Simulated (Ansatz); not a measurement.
## Molecular dynamics of CH4BCl

input.yaml

```yaml
crystal:
  periodic: [false, false, false]
  atoms:
    - { symbol: B, position_ang: [-0.345496, 0.103233, 0.542278] }
    - { symbol: H, position_ang: [0.741096, 0.308716, 1.140915] }
    - { symbol: C, position_ang: [1.727207, 0.015425, 0.065777] }
    - { symbol: H, position_ang: [1.764673, -1.039913, -0.262596] }
    - { symbol: H, position_ang: [1.734822, 0.727966, -0.77952] }
    - { symbol: H, position_ang: [2.531628, 0.238897, 0.794765] }
    - { symbol: Cl, position_ang: [-0.983234, -0.354423, -1.001719] }
basis:
  gaussian: { orbitals: def2-SVP }
hamiltonian:
  xc: pbe
  dispersion: d4
md:
  timestep: 0.5
  n_steps: 200
  ensemble: nve
  temperature: 100.0
  initial_velocities: maxwell_boltzmann
  seed: 8744
```

Command:

```bash
$ ansatz run input.yaml --threads 1 --pin off --max-ram 2048MiB --backend cpu --events-out ev --progress --plain --runs-dir out
```

It starts at the highest image of a converged band. Of that band: Neighbouring images differ by up to 2.1 eV, so the band resolves the path poorly. A vibrational analysis at the climbing image gives one clearly imaginary mode, 1237i cm⁻¹: a first-order saddle point.

Output, in part (step lines, the closing report, with atoms numbered from 0):

```
md step     0: t =     0.00 fs  T =   100.0 K  F+E_penalty+E_count = -14284.93467255 eV  E_kin = 0.064630 eV  conserved = -14284.87004255 eV  (27 SCF iters)
md step     1: t =     0.50 fs  T =    97.9 K  F+E_penalty+E_count = -14284.93326795 eV  E_kin = 0.063264 eV  conserved = -14284.87000431 eV  (31 SCF iters)
md step     2: t =     1.00 fs  T =    92.6 K  F+E_penalty+E_count = -14284.92976932 eV  E_kin = 0.059856 eV  conserved = -14284.86991373 eV  (30 SCF iters)
md step     3: t =     1.50 fs  T =    86.3 K  F+E_penalty+E_count = -14284.92557984 eV  E_kin = 0.055780 eV  conserved = -14284.86979989 eV  (31 SCF iters)
md step     4: t =     2.00 fs  T =    81.7 K  F+E_penalty+E_count = -14284.92247479 eV  E_kin = 0.052778 eV  conserved = -14284.86969688 eV  (29 SCF iters)
md step     5: t =     2.50 fs  T =    81.1 K  F+E_penalty+E_count = -14284.92206971 eV  E_kin = 0.052436 eV  conserved = -14284.86963356 eV  (31 SCF iters)
md step     6: t =     3.00 fs  T =    86.2 K  F+E_penalty+E_count = -14284.92536791 eV  E_kin = 0.055742 eV  conserved = -14284.86962592 eV  (32 SCF iters)
md step     7: t =     3.50 fs  T =    97.2 K  F+E_penalty+E_count = -14284.93251040 eV  E_kin = 0.062837 eV  conserved = -14284.86967295 eV  (32 SCF iters)
[... lines left out ...]
Total energy: -14285.94124861 eV, -524.9986575275 hartree
Atom 0 at    -2.676282    -0.129871     0.001862 Å, force    -0.286071     0.025379     0.130391 eV/Å
Atom 1 at     4.007441     0.392979     0.750034 Å, force    -0.094143    -0.036131    -0.033728 eV/Å
Atom 2 at     3.576401    -0.014296    -0.186887 Å, force     0.741672    -0.234064    -1.065072 eV/Å
Atom 3 at     3.063856    -0.993547     0.026250 Å, force     0.396861     0.461298    -0.172052 eV/Å
Atom 4 at     2.813532     0.706880    -0.591999 Å, force     0.475488    -0.340766     0.129807 eV/Å
Atom 5 at     4.460753    -0.153839    -0.951738 Å, force    -1.547444     0.147076     1.139442 eV/Å
Atom 6 at    -1.114371    -0.265219    -0.704090 Å, force     0.313637    -0.022792    -0.128787 eV/Å
Dipole moment:     0.363629    -0.028921    -0.154894 e Å
```

The steps, from the saved trajectory:

```
time (fs)  T (K)  potential energy less start (eV)  conserved less start (meV/atom)
      0.0    100                             0.000                             0.00
      3.0     86                             0.009                             0.06
      6.0    187                            -0.056                             0.02
      9.0    328                            -0.147                            -0.02
     12.0    411                            -0.200                             0.09
     15.0    832                            -0.474                            -0.10
     18.0   1017                            -0.593                             0.03
     21.0   1265                            -0.753                            -0.02
     24.0   1426                            -0.858                            -0.12
     27.0   1481                            -0.893                            -0.09
     30.0   1489                            -0.897                             0.03
     33.0   1563                            -0.946                            -0.01
     36.0   1622                            -0.984                            -0.05
     39.0   1712                            -1.043                            -0.18
     42.0   1636                            -0.992                             0.04
     45.0   1764                            -1.076                            -0.09
     48.0   1681                            -1.021                             0.11
     51.0   1757                            -1.072                            -0.10
     54.0   1637                            -0.993                             0.04
     57.0   1753                            -1.069                            -0.14
     60.0   1736                            -1.058                            -0.07
     63.0   1707                            -1.039                            -0.02
     66.0   1648                            -1.000                             0.01
     69.0   1628                            -0.987                            -0.02
     72.0   1655                            -1.006                            -0.11
     75.0   1605                            -0.973                            -0.03
     78.0   1620                            -0.983                            -0.06
     81.0   1629                            -0.988                             0.01
     84.0   1667                            -1.012                             0.00
     87.0   1691                            -1.028                            -0.04
     90.0   1677                            -1.019                            -0.04
     93.0   1692                            -1.030                            -0.13
     96.0   1635                            -0.992                            -0.01
     99.0   1672                            -1.016                            -0.04
```

All steps were run. The conserved energy stayed within 0.2 meV per atom of its start (net change -0.034 meV per atom), so the integration is sound. The system heated up, since it started high on the potential surface and ran downhill. A run of 0.1 ps of so small a system gives no equilibrium averages. The orbitals stay closed-shell, which can raise the energy where a bond breaks towards radicals; this wasn't checked here.

The step under study would form H2–C3 and break B1–H2, B1–C3. These pairs go: H2–C3 1.49 → 1.11 Å, B1–H2 1.26 → 6.75 Å, B1–C3 2.13 → 6.26 Å. In the last frame they stand as after the step (other bonds may differ from the relaxed reactants and products). It ends as BCl + CH4. Pairs count as bonded within 1.25 times the sum of covalent radii (0.12 Å more for H–H).

Last frame:

```xyz
7
Properties=species:S:1:pos:R:3
B -2.676 -0.130 0.002
H 4.007 0.393 0.750
C 3.576 -0.014 -0.187
H 3.064 -0.994 0.026
H 2.813 0.707 -0.592
H 4.461 -0.154 -0.952
Cl -1.114 -0.265 -0.704
```

Time of the run: 87 s on 1 thread of AMD EPYC 9R45 96-Core Processor (Zen 5), with other jobs on the host, peak memory 0.12 GiB.
